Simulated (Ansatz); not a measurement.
## Solid chlorine

Computed with LDA (Ansatz, a quantum-chemistry and plane-wave program, PAW).

Cell: relaxed at this level.

* **lattice energy**: 57 kJ/mol
* **volume per molecule**: 44.77 Å³

The computed numbers hold no vibrational or temperature effects.
